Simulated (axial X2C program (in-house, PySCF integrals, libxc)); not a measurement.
**Nuclear properties of NBO**

Computed with an in-house all-electron X2C program for linear molecules (integrals from PySCF): two-component X2C with atomic mean-field Coulomb and Gaunt terms, Gaussian nuclei, basis N dyall-av3z, B dyall-v3z, O dyall-av3z with contracted cores.

N–B–O held linear, with bonds 1.424 and 1.211 Å (near the PBE0 minimum at charge 0 of the determinant lowest at the starting distance; the state shown can have its own minimum elsewhere, held linear; other orders of the atoms were not compared).

Input and command:
```json
{"zs": [7, 5, 8], "q": 0, "bas": ["dyall-av3z", "dyall-v3z", "dyall-av3z"], "r0": [1.38, 1.35], "symm": 0, "scan": ["PBE0", "HF", "TPSSh"], "levels": ["PBE0", "HF", "TPSSh"], "nst": 2}
```
```bash
python solin.py task.json out
```

Keys: zs atomic numbers; q charge; bas basis sets; r0 starting distance in Å; symm equal bonds; scan levels of the two-bond scan; levels methods; nst determinants followed.

Determinant lowest in the PBE0 search, Ω = 1 (⟨Sz⟩ = 1.00, ⟨Lz⟩ = 0.00 at PBE0), spin on the atoms N 0.89, B -0.06, O 0.17:

```json
{"level": "PBE0", "Eeff magnitude (GV/cm)": "0.00147", "Ws magnitude N (kHz)": "0.000489", "Ws magnitude B (kHz)": "0.000197", "Ws magnitude O (kHz)": "0.000348", "A∥/gI N (MHz)": "-81.2", "qzz N (a.u.)": "-1.07", "A∥/gI B (MHz)": "-16.2", "qzz B (a.u.)": "-0.39", "A∥/gI O (MHz)": "-21.2", "qzz O (a.u.)": "-0.57", "μ (D)": "-1.16"}
{"level": "HF", "Eeff magnitude (GV/cm)": "0.0013", "Ws magnitude N (kHz)": "0.000707", "Ws magnitude B (kHz)": "0.000346", "Ws magnitude O (kHz)": "0.000784", "A∥/gI N (MHz)": "-30.4", "qzz N (a.u.)": "-1.01", "A∥/gI B (MHz)": "-35", "qzz B (a.u.)": "-0.46", "A∥/gI O (MHz)": "12", "qzz O (a.u.)": "-0.51", "μ (D)": "-1.90"}
{"level": "TPSSh", "Eeff magnitude (GV/cm)": "0.00092", "Ws magnitude N (kHz)": "0.000393", "Ws magnitude B (kHz)": "0.000131", "Ws magnitude O (kHz)": "0.000366", "A∥/gI N (MHz)": "-73.7", "qzz N (a.u.)": "-1.07", "A∥/gI B (MHz)": "-13.3", "qzz B (a.u.)": "-0.37", "A∥/gI O (MHz)": "-25.7", "qzz O (a.u.)": "-0.57", "μ (D)": "-1.03"}
```

Determinant 1.41 eV from it at PBE0 and this distance, Ω = 0 (closed shell), highest spinor 62% N p, 23% O p, 14% B d:

| level | qzz N (a.u.) | qzz B (a.u.) | qzz O (a.u.) | μ (D) |
| --- | --- | --- | --- | --- |
| PBE0 | -1.19 | -0.38 | -0.63 | -0.89 |
| HF | -1.23 | -0.45 | -0.49 | -2.03 |
| TPSSh | -1.19 | -0.36 | -0.67 | -0.58 |

Eeff is the effective electric field on the electron electric dipole moment in this Ω state and Ws the scalar–pseudoscalar constant of the nucleus named (defined with the proton number Z and per Ω); A∥ (defined per Ω) follows by multiplying with gI = μI/(I μN); qzz is the electric field gradient, eQq0 = 234.96 MHz × Q/barn × qzz; μ is positive if the O end (last atom) is positive. The operators were transformed with the bare-nucleus X2C matrices; with these basis sets, hyperfine constants and field gradients can be off by tens of per cent, and where levels differ in sign neither size nor sign is settled.

(1) With Q(14N) = 0.02044 barn, Q(11B) = 0.04059 barn, Q(17O) = -0.02558 barn (Q from Pyykkö, Mol. Phys. 2018), turn the PBE0 values of the first state into constants in MHz.

The molecule was held linear; bending was not examined, so a bent shape may lie lower.

Each state is one determinant with collinear spin, which with several unpaired electrons need not be a pure state. Unrestricted Hartree–Fock can overshoot spin polarisation at the nuclei. A closed determinant beside an open π² or δ² triplet, such as (π1/2)², mixes with its partner pair into the 0⁺ component of the triplet and ¹Σ⁺, so its energy is not that of a level, and 0⁺ can lie lowest. With several open shells hyperfine constants can be off by a factor of several. Open-shell Ω = 0 determinants with evenly filled partner blocks cannot be reached by this program, so the Ω shown need not be the lowest component. The search compared states at one distance, so a state with another bond length can lie lower. Where a field gradient or hyperfine factor spreads by more than a factor of two over the levels, a constant derived from it is not to be relied on. PBE0 term energies can be off by some tenths of an eV.

## Answers

(1) eQq0(14N) = 234.96 × (0.02044) × (-1.07) = -5.14 MHz; eQq0(11B) = 234.96 × (0.04059) × (-0.39) = -3.72 MHz; eQq0(17O) = 234.96 × (-0.02558) × (-0.57) = 3.43 MHz.
